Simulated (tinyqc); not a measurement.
Inside a calculation. Method: geometry optimisation on the UHF/sto-6g surface (energies and gradients from PySCF), for BH2, spin multiplicity 2. One step of it, computed by the program tinyqc.

Task: Step 1: move. Quasi-Newton step p = -H^(-1) g (first H = 0.15 times the unit matrix); steps longer than 0.3 bohr are cut back (factor 0.477 here).

positions at the start (bohr):
```
            x          y         z
1B  -0.037795  -0.086927  0.052912
2H  -0.058582   1.944528  1.271786
3H   0.034015  -1.887836  1.188638
```

gradient (hartree/bohr):
```
              x            y            z
1B   0.00093843  -0.06652974  -0.02922048
2H  -0.00023614   0.04311630   0.03438297
3H  -0.00070229   0.02341344  -0.00516249
```

Give: positions after step 1.

Result:

positions after step 1 (bohr):
```
          x        y       z
1B  -0.0408   0.1247  0.1458
2H  -0.0578   1.8074  1.1624
3H   0.0362  -1.9623  1.2051
```
